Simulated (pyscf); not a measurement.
This saddle point was located with ωB97X-D3(BJ)/def2-SVP in PySCF.

```
Ga
O 1 1.6575
N 1 1.9551 2 151.69
H 3 1.0199 1 115.76 2 -53.75
H 3 1.0201 4 107.57 1 -133.39
H 3 1.3584 4 120.30 5 -139.96
O 6 1.1734 3 134.53 4 -121.15
H 7 0.9639 6 124.84 3 137.43
```
Charge 0, spin multiplicity 1.

Surface: singlet, charge 0. Lowest wavenumbers (cm⁻¹): 1130i, 152, 177, 331, 359.

Q: Name the species on either side of this saddle.

A: `[O]=[Ga][OH]` + `[NH3]` ⇌ `[NH2][Ga]=[O]` + `[OH2]`, a four-centre exchange read from left to right: Ga–O, H–N broken and Ga–N, H–O formed. At CCSD(T)/def2-TZVPP + ΔMP2(QZVPP) it lies +1.7 kcal/mol from the left side and -1.2 kcal/mol from the right (each side as separated species at their lowest minima found). On the reactant side the descent ends in an adduct with a Ga–N contact, 26.1 kcal/mol under the separated species and 26.2 kcal/mol under the saddle at ωB97X-D3(BJ)/def2-TZVP. On the product side the descent ends in an adduct with a Ga–O contact, 17.2 kcal/mol under the separated species and 13.9 kcal/mol under the saddle at ωB97X-D3(BJ)/def2-TZVP. At CCSD(T) the saddle lies under the separated products, which points to a path from their complex (located at ωB97X-D3(BJ) alone), and parting the products costs more than the saddle. What is counted as formed (Ga–N) is already present as a longer contact in the reactant adduct; forming that adduct is a step of its own. What is counted as broken (Ga–O) persists as a longer contact in the product adduct; parting that adduct is a step of its own. The same reactants have a lower exit, to H₂N–Ga(OH)–OH (barrier -12.1 kcal/mol at ωB97M-D3(BJ)/def2-TZVP, against +1.2 kcal/mol here). One saddle was located; it need not be the lowest between these sides. The CCSD(T) − MP2 part came from Ansatz, without density fitting, on the same reference. The frozen core leaves the outer d or s,p core shells of the metals and heavy elements correlated in the MP2 and CC values, and def2-TZVPP describes them poorly, which can shift differences by a few kcal/mol. Elements up to Kr have no core potential and no relativistic terms here.
